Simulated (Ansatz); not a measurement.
We consider fcc Ir, described by PBE in Ansatz (plane waves, PAW).

Settings: plane-wave cutoff 520 eV, 30×30×30 k mesh, Fermi–Dirac smearing 0.073 eV (set by the program), no spin polarisation, scalar-relativistic PAW data made under PBE.

Computed at the level's own relaxed cell.

Hill averages of the elastic tensor: K = 347.6 GPa, G = 221.0 GPa. Volume 14.497 Å³/atom, mean atomic mass 192.217 u.

Work out the density, the sound velocities of a polycrystal and the elastic Debye temperature, and Pugh's ratio at this level.

ρ = 1.66054 × 192.217/14.497 = 22.017 g/cm³. v_l = √[(K + 4G/3)/ρ] = 5.401 km/s and v_t = √(G/ρ) = 3.168 km/s. The mean follows from 3/v_m³ = 1/v_l³ + 2/v_t³: v_m = 3.512 km/s. Θ_D = (ħ/k_B) v_m (6π²/V)^(1/3) = 76.38 K Å s/km × 3.512 × 1.5985 Å⁻¹ = 429 K, counting all atoms of the cell. K/G = 1.57, to be set beside Pugh's rough bound of 1.75 between brittle and ductile metals.

Ansatz is a quantum-chemistry and plane-wave program.
